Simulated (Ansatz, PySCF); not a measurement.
BF₃, SMILES FB(F)F.

Geometry optimised at B3LYP-D3(BJ)/def2-TZVP. The isomer is the one that the SMILES or the coordinates give; other isomers of the formula were not compared.

Vertical ionisation energy (IE) and electron affinity (EA) in eV. Rows of orbital energies are one-electron estimates. Where ΔSCF, EOM or ADC give a negative EA the extra electron is unbound and the value depends on the basis.

| level | IE | EA |
|---|---|---|
| −ε(HOMO), −ε(LUMO), CAM-B3LYP/def2-TZVPD (PySCF) | 13.87 | -0.23 |
| −ε(HOMO), −ε(LUMO), PBE/def2-TZVPD (PySCF) | 10.06 | 0.79 |
| ADC(2)/aug-cc-pVDZ (PySCF) | 14.45 | -1.04 |
| ΔSCF, ωB97X-V/def2-SVPD (Ansatz), final states of multiplicity 2 and 2 | 15.70 | -1.45 |
| ΔSCF, PBE/def2-SVPD (Ansatz), final states of multiplicity 2 and 2 | 14.59 | -1.06 |

### Question
What vertical singlet–triplet gap does ΔSCF give with ωB97X-V/def2-SVPD (Ansatz, a program for electronic structure) and with PBE/def2-SVPD (Ansatz)? (The exact figures need the calculation; the answer reports its results.)

### Answer
10.90 and 9.57 eV (triplet above singlet where positive).

### Question
Give the lowest 1s main lines (those of the lightest heavy element) from CVS-ADC(2)-x/aug-cc-pVDZ (PySCF, non-relativistic), with pole strengths. (Estimate from the structure and the level; the computed values follow.)

### Answer
204.9 eV (1.66).

### Question
Beyond the first one, list the lowest photoelectron lines from ADC(2)/aug-cc-pVDZ in PySCF with their pole strengths (two spins summed). (An estimate is asked for; the answer gives what the named calculation found.)

### Answer
15.51 eV (1.78), 15.51 eV (1.78), 15.67 eV (1.77), 15.67 eV (1.77), 17.77 eV (1.79).
